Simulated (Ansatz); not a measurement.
**Mg: which structure is lowest?**

Theory: DFT, r2SCAN, plane waves (500 eV) with PAW, scalar-relativistic in Ansatz. The PAW files were generated under PBE, with cores re-solved for the functional.

Each structure is relaxed within its own symmetry, so a high-lying one may be dynamically unstable.

```csv
structure,ΔE (meV/atom),V (Å³/atom),cell,magnetic state
hcp,0,22.57,"a = 3.179 Å, c = 5.157 Å (c/a = 1.622)",spin not included
dhcp,7,22.63,"a = 3.180 Å, c = 10.336 Å (c/a = 3.250)",spin not included
fcc,17,22.71,a = 4.495 Å,spin not included
bcc,24,22.50,a = 3.557 Å,spin not included
A15,53,23.07,a = 5.693 Å,spin not included
omega (AlB2-type),60,22.85,"a = 5.078 Å, c = 3.069 Å (c/a = 0.604)",spin not included
simple cubic,459,26.83,a = 2.994 Å,spin not included
diamond,884,40.41,a = 6.863 Å,spin not included
```

ΔE counts from hcp.

Differences under about 8 meV lie within the error of the k-point mesh.
